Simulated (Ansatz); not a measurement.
**H₂Si–AsH, triplet: the ladder up to UCCSDT(Q)**

Geometry: that of the H2Si–AsH, singlet, kept fixed.

```tsv
atom	x (Å)	y (Å)	z (Å)
Si	0.0000	0.0178	1.5348
As	0.0000	-0.0269	-0.6308
H	0.0000	1.2262	2.3951
H	0.0000	-1.2232	2.3468
H	0.0000	1.5001	-0.6172
```

Basis cc-pVDZ; Ansatz 0.2.0. Correlated methods freeze the noble-gas cores and the filled d shells of p-block atoms, which leaves 12 electrons in 41 orbitals. R marks a restricted (for open shells ROHF) determinant, U an unrestricted one. Active spaces: valence = (12e, 11o) chosen from the atoms' valence shells. No spin–orbit coupling is included, and no scalar relativity.

Full CI isn't at hand for all of this; UCCSDT(Q) serves as the reference, and is uncertain by about the last step of the cluster series. The frozen core follows each run's orbitals, which can shift R against U totals by a few meV for light atoms and by up to 0.1 eV past Ca.

The UHF ⟨S²⟩ is 2.029 and the T1 diagnostic (RCCSD) is 0.0185. The largest doubles amplitude (RCCSD) is 0.039 and the T1 diagnostic (UCCSD) is 0.0129.

```
   level  E − E(RHF) (eV)
     UHF          -0.2143
    UMP2          -4.9990
   UCCSD          -6.0807
UCCSD(T)          -6.2364
```

Estimate how far UCCSDT(Q) in cc-pVDZ lies from UCCSD(T). The table doesn't fix it; the size of (T) and the diagnostics are the guide.

UCCSDT(Q) in cc-pVDZ lies 0.91 kcal/mol below UCCSD(T), which is 25 % of the (T) step (-3.59 kcal/mol). The diagnostics give no warning, yet the rest is a sizeable part of (T).

The other levels:

```tsv
level	E − E(UCCSDT(Q)) (kcal/mol)	share of correlation (%)	wall time
UCCSDT	0.19	99.87	–
```

The correlation energy at UCCSDT(Q), counted from RHF, is -6.276 eV. That run took 32 s on 1 thread of Arm Neoverse V2, shared host.

Run but not shown, since their state or frozen core can't be matched to the reference's or they repeat it: RHF, RMP2, CISD, RCCSD, RCCSD(T), BCCD(T), RCCSDT, RCCSDT(Q), CASSCF (valence space), NEVPT2 (valence space).

Times hold each run's SCF and search for its determinant on a shared host, so for small cases they say little of a method's own cost; they ran on 1 thread of Arm Neoverse V2.

Natural occupations of CASSCF (valence space) about the gap: 1.978 1.975 1.972 1.966 1.004 0.997 0.043 0.035 0.021 0.017; effectively unpaired electrons, Σ n²(2−n)², 2.03.
